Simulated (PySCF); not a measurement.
## How methods differ on the electron affinity of O

O- [He] 2s2 2p5 (2P) → O [He] 2s2 2p4 (3P), as a difference of total energies. Computed with PySCF 2.14 in aug-cc-pVQZ with one added diffuse shell each of s, p, d, f, g type (7s6p5d4f3g, 105 functions), with no relativity, point nucleus. Correlated levels: valence: 1s2 frozen. The calculations carry no spin-orbit coupling.

Question: Order these methods by the electron affinity they give, lowest first.
A. BHandHLYP
B. PBE0
C. PBEsol
D. r2SCAN0

Answer: A (1.116 eV), D (1.243 eV), B (1.405 eV), C (1.786 eV).

Errors of the correlated levels include the incompleteness of this basis and the frozen core.

A negative affinity means that the anion lies above the atom at that level of theory.

In the anion the highest occupied orbital energy is positive at LDA, PBE, PBE0, r2SCAN, r2SCAN0, revPBE, PBEsol, a self-interaction effect; the basis confines that electron, and the energy difference can still be sensible.

For comparison: 1.461 eV (measured; photodetachment measurements, as compiled on the Wikipedia data page of electron affinities).
